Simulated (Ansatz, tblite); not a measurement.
Spin states of the cluster Na₃⁻, each relaxed with PBE0/def2-TZVPD in Ansatz. Electronic energies in the gas phase.

The xTB rows come from tblite. Correlated methods freeze 3 core orbitals; core or outer-core shells of Na are correlated, in sets that lack core-valence functions. HOMO above LUMO, or a gap near zero within one spin, warns that the state may not be the lowest or that an electron is smeared out. In the quintet geometry the species has come apart into loosely held pieces. The structure comes from a short search, and lower isomers may exist.

Singlet geometry (D∞h within 0.1 Å):

```xyz
3

Na    0.001    0.000    0.001
Na    2.123   -0.901   -2.545
Na   -2.124    0.901    2.544
```

Triplet geometry (D∞h within 0.1 Å):

```xyz
3

Na    0.0376   -0.0330   -0.0425
Na    2.1524   -1.6780   -2.3921
Na   -2.1900    1.7110    2.4346
```

Quintet geometry (D∞h within 0.1 Å):

```
atom   x (Å)   y (Å)   z (Å)
 Na1   0.002  -0.001   0.000
 Na2   0.539   1.342   4.361
 Na3  -0.541  -1.340  -4.361
```

⟨S²⟩: triplet 2.01 at PBE0/def2-TZVPD (pure 2.00), quintet 6.00 at PBE0/def2-TZVPD (pure 6.00).

Run but left out: HF/STO-3G (singlet: restricted singlet, unstable in another Hartree–Fock run and untested here); HF/def2-TZVPD, HF/def2-TZVPPD, r2SCAN/def2-TZVPD (singlet: restricted singlet, unstable towards broken spin symmetry); MP2/def2-TZVPD, MP2/def2-TZVPPD (triplet: ⟨S²⟩ 2.45, where a pure state has 2.00).

Only these spin states were relaxed. The quintet has fallen apart into loose fragments. The quintet has other bonds than the singlet, so the gap mixes isomer and spin.

```json
{"level": "GFN2-xTB", "triplet − singlet (kJ/mol)": "169.7", "quintet − singlet (kJ/mol)": "380.8", "lowest of these": "singlet", "remarks": "–"}
{"level": "PBE/def2-TZVPD", "triplet − singlet (kJ/mol)": "53.5", "quintet − singlet (kJ/mol)": "176.3", "lowest of these": "singlet", "remarks": "HOMO above zero (quintet), HOMO above zero (singlet), HOMO above zero (triplet), gap within one spin near zero (quintet)"}
{"level": "revPBE/def2-TZVPD", "triplet − singlet (kJ/mol)": "49.9", "quintet − singlet (kJ/mol)": "169.7", "lowest of these": "singlet", "remarks": "HOMO above zero (quintet), HOMO above zero (singlet), HOMO above zero (triplet)"}
{"level": "PBE0/def2-TZVPD", "triplet − singlet (kJ/mol)": "52.4", "quintet − singlet (kJ/mol)": "162.9", "lowest of these": "singlet", "remarks": "HOMO above zero (quintet), HOMO above zero (triplet)"}
{"level": "r2SCAN0/def2-TZVPD", "triplet − singlet (kJ/mol)": "43.6", "quintet − singlet (kJ/mol)": "146.3", "lowest of these": "singlet", "remarks": "HOMO above zero (quintet), HOMO above zero (triplet)"}
{"level": "CAM-B3LYP/def2-TZVPD", "triplet − singlet (kJ/mol)": "63.6", "quintet − singlet (kJ/mol)": "186.2", "lowest of these": "singlet", "remarks": "HOMO above zero (quintet)"}
{"level": "ωB97X-V/def2-TZVPD", "triplet − singlet (kJ/mol)": "66.2", "quintet − singlet (kJ/mol)": "172.4", "lowest of these": "singlet", "remarks": "–"}
{"level": "B2PLYP/def2-TZVPD", "triplet − singlet (kJ/mol)": "66.8", "quintet − singlet (kJ/mol)": "185.6", "lowest of these": "singlet", "remarks": "–"}
{"level": "RPA@PBE/def2-TZVPD", "triplet − singlet (kJ/mol)": "58.0", "quintet − singlet (kJ/mol)": "175.8", "lowest of these": "singlet", "remarks": "–"}
{"level": "CCSD/def2-TZVPPD", "triplet − singlet (kJ/mol)": "63.0", "quintet − singlet (kJ/mol)": "170.9", "lowest of these": "singlet", "remarks": "large T1 (0.051) (triplet), restricted SCF unstable (singlet), spin-contaminated (⟨S²⟩ 2.45) (triplet)"}
{"level": "CCSD(T)/def2-TZVPPD", "triplet − singlet (kJ/mol)": "65.0", "quintet − singlet (kJ/mol)": "179.2", "lowest of these": "singlet", "remarks": "large T1 (0.051) (triplet), restricted SCF unstable (singlet), spin-contaminated (⟨S²⟩ 2.45) (triplet)"}
```

Change of the quintet − singlet gap on mixing in exact exchange, in kJ/mol: PBE to PBE0 (25 % exact exchange) -13.4.

The xTB methods have no term that favours high spin, so they put low spin too low.
